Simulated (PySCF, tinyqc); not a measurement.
Worked calculation: RHF in the sto-6g basis, for HF, spin multiplicity 1. The lowest restricted solution is unstable here: a spin-polarised one lies 0.1048 hartree lower (PySCF). One step of it, computed by the program tinyqc.

Task: Orthogonalisation. S = U s U^T; symmetric (Loewdin) form X = U s^(-1/2) U^T, so that X^T S X = 1.

overlap S, lower triangle:
```
           1F 1s     1F 2s    1F 2px    1F 2py    1F 2pz     2H 1s
1F 1s   1.000000
1F 2s   0.232479  1.000000
1F 2px  0.000000  0.000000  1.000000
1F 2py  0.000000  0.000000  0.000000  1.000000
1F 2pz  0.000000  0.000000  0.000000  0.000000  1.000000
2H 1s   0.009238  0.125044  0.000000  0.000000  0.117201  1.000000
```

Give: eigenvalues of S; X.

Result:

eigenvalues of S: 0.7335  0.8950  1.0000  1.0000  1.0965  1.2750

X, lower triangle:
```
          1F 1s    1F 2s  1F 2px  1F 2py   1F 2pz   2H 1s
1F 1s    1.0212
1F 2s   -0.1211   1.0274
1F 2px   0.0000   0.0000  1.0000
1F 2py   0.0000   0.0000  0.0000  1.0000
1F 2pz  -0.0007   0.0058  0.0000  0.0000   1.0053
2H 1s    0.0067  -0.0651  0.0000  0.0000  -0.0597  1.0114
```
